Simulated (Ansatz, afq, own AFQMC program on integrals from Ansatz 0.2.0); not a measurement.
## AlGeH₃, singlet in cc-pVDZ, levels against CCSDT(Q)

```json
{"atom": "Ge", "x (Å)": "-0.0413", "y (Å)": "0.0000", "z (Å)": "0.6633"}
{"atom": "Al", "x (Å)": "0.0209", "y (Å)": "0.0000", "z (Å)": "-1.8247"}
{"atom": "H", "x (Å)": "0.7506", "y (Å)": "-1.0660", "z (Å)": "-0.3426"}
{"atom": "H", "x (Å)": "0.7506", "y (Å)": "1.0660", "z (Å)": "-0.3426"}
{"atom": "H", "x (Å)": "0.9137", "y (Å)": "0.0000", "z (Å)": "1.7250"}
```

Connectivity, by distances: GeH–Al, 2 bridging H.

Basis cc-pVDZ. Only valence electrons are correlated. AFQMC by an in-house program on the Cholesky factors that Ansatz 0.2.0 writes for its CCSD(T) run. The CISD trial takes its coefficients from CCSD amplitudes. Released means that phaseless walkers are propagated on without the constraint, phases kept. Error bars are statistical, one sigma. No spin–orbit coupling.

Determinant: RHF, the one that the program's search chose, which needn't be the lowest solution. The geometry is a point of a scan.

No full CI on the walks' own integrals is used here; CCSDT(Q) serves as the reference and is uncertain by about the last step of the cluster series.

Cautions: no relativity below Rb; no spin-orbit coupling; inner d shell frozen.

```
T1 diagnostic                               : 0.0175
weight of the determinant in the CISD state : 0.854
size of the correlated space                : 10 electrons in 41 orbitals
```

| level | correlation energy (eV) |
| --- | --- |
| MP2 | -4.3544 |
| CCSD | -5.4066 |
| CCSD(T) | -5.5924 |

**Question.** Estimate where AFQMC with the constraint released lies against CCSD(T) on the same integrals.

**Answer.** 4.0 ± 1.7 kJ/mol below CCSD(T).

Reference: CCSDT(Q), correlation energy -5.637 eV. The released energy is read at 2.40 1/Eh (meV from the phaseless value at times in 1/Eh: -11 ± 14 at 0.24, -16 ± 12 at 0.51, -12 ± 12 at 0.99, -22 ± 10 at 1.62, -7 ± 17 at 2.40).

| level | E − E(reference) (kJ/mol) | share of correlation (%) |
| --- | --- | --- |
| CCSD(T) | 4.3 | 99.21 |
| CCSDT | 1.1 | 99.81 |
| ph-AFQMC/CISD | 1.0 ± 0.9 | 99.81 |
| released AFQMC | 0.3 ± 1.7 | 99.94 |

A walk keeps the symmetry of its determinant, which the program's search chose and which needn't be the lowest solution, so a lower state of the same spin and another symmetry isn't excluded. Released energies are given only where the last usable release times agree within the noise; a slower fall can still hide under it.
